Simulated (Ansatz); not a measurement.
## C₂H₆O, singlet: cost against accuracy

Geometry (MP2(full)/6-31G*, from the G2/97 set):

| atom | x (Å) | y (Å) | z (Å) |
| --- | --- | --- | --- |
| C | 0.0000 | 1.1657 | -0.2516 |
| O | 0.0000 | 0.0000 | 0.5485 |
| C | 0.0000 | -1.1657 | -0.2516 |
| H | 0.0000 | 2.0178 | 0.4286 |
| H | 0.8918 | 1.2143 | -0.8921 |
| H | -0.8918 | 1.2143 | -0.8921 |
| H | 0.0000 | -2.0178 | 0.4286 |
| H | -0.8918 | -1.2143 | -0.8921 |
| H | 0.8918 | -1.2143 | -0.8921 |

Measured, as an electronic atomization energy: 797.6 kcal/mol (G2/97 heats of formation of molecule and atoms, with zero-point and thermal terms from B3LYP taken off; Curtiss et al., J. Chem. Phys. 106, 1063 (1997), Staroverov et al., J. Chem. Phys. 119, 12129 (2003)). The measured value holds scalar relativity and spin–orbit coupling, which all computed ones lack, and core correlation, which the wave-function levels lack. Atoms are taken at the same level; beside RHF, RMP2 and RCC rows they are unrestricted. Ansatz 0.2.0; the 6-31G* set has Cartesian d functions; a miss is computed less measured; times are wall times on shared hosts and scatter by a factor of two or so.

| level | basis | miss (kcal/mol) | time of the run | hardware |
| --- | --- | --- | --- | --- |
| RHF | cc-pVDZ | -223.8 | 0.51 s | 1 CPU thread |
| RMP2 | cc-pVDZ | -52.2 | – | – |
| RCCSD(T) | cc-pVDZ | -57.1 | 1.7 s | 1 CPU thread |
| RCCSDT(Q) | cc-pVDZ | -56.6 | 6 s | H100 + 5 CPU threads |
| RHF | cc-pVTZ | -212.9 | – | – |
| RMP2 | cc-pVTZ | -10.9 | – | – |
| RCCSD(T) | cc-pVTZ | -18.0 | 1.9 s | H100 + 5 CPU threads |
| RCCSDT(Q) | cc-pVTZ | -18.0 | 3.2 min | H100 + 5 CPU threads |
| RHF | cc-pVQZ | -211.9 | – | – |
| RMP2 | cc-pVQZ | 0.5 | – | – |
| RCCSD(T) | cc-pVQZ | -7.4 | 3.9 s | H100 + 5 CPU threads |

HF's time is that of a plain UHF run. A dash: the level came out of a higher level's run.

A composite of the best parts (restricted reference, at this geometry, which isn't the minimum of the high levels):

| part | kcal/mol |
| --- | --- |
| Hartree–Fock limit (T, Q; exp(−5.46 √X)) | 586.06 |
| CCSD(T) correlation limit (T, Q; X⁻³) | 211.44 |
| CCSDT − CCSD(T) (TZ) | -0.51 |
| (Q) (TZ) | 0.50 |
| sum | 797.5 |
| sum less measured | -0.1 |
